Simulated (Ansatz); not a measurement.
**AlSi (quartet): PBE-QIDH, RPA-PBE over a scan of the distance Si1–Al2, cc-pVDZ**

How well do these functionals follow the top wave-function level for AlSi (quartet) over a scan of the distance Si1–Al2?

Program: Ansatz 0.2.0, Gaussian basis. Level of theory: cc-pVDZ, all electrons in the functionals, frozen cores in the correlation of double hybrids and RPA. These are calculated values, not measurements.

Plan: PBE-QIDH, RPA-PBE, at 1.959 Å; 2.135 Å; 2.416 Å; 2.594 Å; 2.902 Å; 3.288 Å; 3.822 Å; 4.359 Å; 5.424 Å; 6.532 Å; 8.318 Å.

23 further runs of the same task are left out: 19 that didn't finish, 4 set aside as unsound or not needed.

### Step 1. The system

The geometry derives from a PBE0/def2-TZVP stationary point (not a proven minimum). One bond is set to the value named and the two fragments are kept rigid.

2 atoms, charge 0, spin multiplicity 4.

Atoms are counted from 1 here; the program's logs count them from 0.

Bond lengths: Si1–Al2 2.416 Å.

No dispersion term is added.

The geometry shown and the zero of energy belong to the point 2.416 Å. The yardstick, FCI, and other wave-function levels (R restricted, U unrestricted, valence and pair active spaces) come from earlier runs.

### Step 2. PBE-QIDH, 1.959 Å

in.yaml reads:

```yaml
crystal:
  periodic: [false, false, false]
  atoms:
    - {symbol: Si, position_ang: [0.000000, 0.000000, 0.000000]}
    - {symbol: Al, position_ang: [0.000000, 0.000000, 1.959000]}
basis:
  gaussian: {orbitals: cc-pVDZ}
magnetization: {spin_polarized: true, initial_magnetization: 3}
hamiltonian: {xc: {name: PBE-QIDH}}
correlation: {electrons: outside_noble_gas}
```

Run with:

```console
$ ansatz run in.yaml --threads 1 --pin off --events-out ev --progress --plain --max-ram 2393MiB
```

Further steps of the session: PBE-QIDH, 2.135 Å; PBE-QIDH, 2.416 Å; PBE-QIDH, 2.594 Å; PBE-QIDH, 2.902 Å; PBE-QIDH, 3.288 Å; PBE-QIDH, 3.822 Å; PBE-QIDH, 4.359 Å; PBE-QIDH, 5.424 Å; PBE-QIDH, 6.532 Å; PBE-QIDH, 8.318 Å; RPA-PBE, 1.959 Å; RPA-PBE, 2.135 Å; RPA-PBE, 2.416 Å; RPA-PBE, 2.594 Å; RPA-PBE, 2.902 Å; RPA-PBE, 3.288 Å; RPA-PBE, 3.822 Å; RPA-PBE, 4.359 Å; RPA-PBE, 5.424 Å; RPA-PBE, 6.532 Å; RPA-PBE, 8.318 Å.

Before running them: what should the planned runs give, taken together? Wanted: span of the FCI curve; largest miss, PBE-QIDH; largest miss, RPA-PBE.

The runs gave:

```
              quantity                     value
 span of the FCI curve             51.2 kcal/mol
largest miss, PBE-QIDH   +4.9 kcal/mol (3.822 Å)
 largest miss, RPA-PBE  -11.0 kcal/mol (8.318 Å)
```

**Reading.** Of the functionals, PBE-QIDH keep the smallest largest miss at the points compared (at most 4.9 kcal/mol) and RPA-PBE strays most (11.0 kcal/mol, at 8.318 Å). Functionals and the yardstick converge differently with the basis, so part of each miss in cc-pVDZ is the basis.
